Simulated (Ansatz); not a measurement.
Species: C$_{2}$H$_{2}$O$_{2}$, SMILES `O=CC=O` (O–C–C–O torsion 180°) (charge 0, multiplicity 1).

### Question
Give a relaxed geometry from B3LYP-D3(BJ)/def2-TZVP (Ansatz, a program for electronic structure).

### Answer
This is not unique; one that fits is the end point of this relaxation, one of several conformers (outside a Z-matrix the atoms follow the SMILES, hydrogens last).
Z-matrix (Å, degrees):
```
C
O 1 1.2008
H 1 1.1067 2 123.64
C 1 1.5237 3 114.79 2 180.00
O 4 1.2008 1 121.56 3 0.00
H 4 1.1067 5 123.64 1 -180.00
```
